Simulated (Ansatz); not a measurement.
A calculation with Ansatz (development build ahead of 0.2.0).

```yaml
crystal:
  periodic: [false, false, false]
  atoms:
    - { symbol: C, position_ang: [0.0, -0.9285, -0.06538] }
    - { symbol: O, position_ang: [0.0, -0.91557, 1.13161] }
    - { symbol: O, position_ang: [0.0, 0.14551, -0.84956] }
    - { symbol: C, position_ang: [0.0, 1.3995, -0.18375] }
    - { symbol: H, position_ang: [0.0, -1.84176, -0.69661] }
    - { symbol: H, position_ang: [0.0, 2.16529, -0.96776] }
    - { symbol: H, position_ang: [-0.892, 1.50549, 0.45136] }
    - { symbol: H, position_ang: [0.892, 1.50549, 0.45136] }
basis:
  gaussian: { orbitals: cc-pVTZ }
hamiltonian:
  xc: hf
correlation:
  method: mp2
  frozen_orbitals: { C: 1, H: 0, O: 1 }
```

The input is written out in the form of the current development build from the run's settings.

Output:

| Quantity | Value |
| --- | --- |
| Converged | yes |
| Reference energy | -227.87651 hartree |
| Correlation energy | -0.79893 hartree |
| Total energy | -228.67543 hartree |
| Spin squared of the determinant | 0.000 |
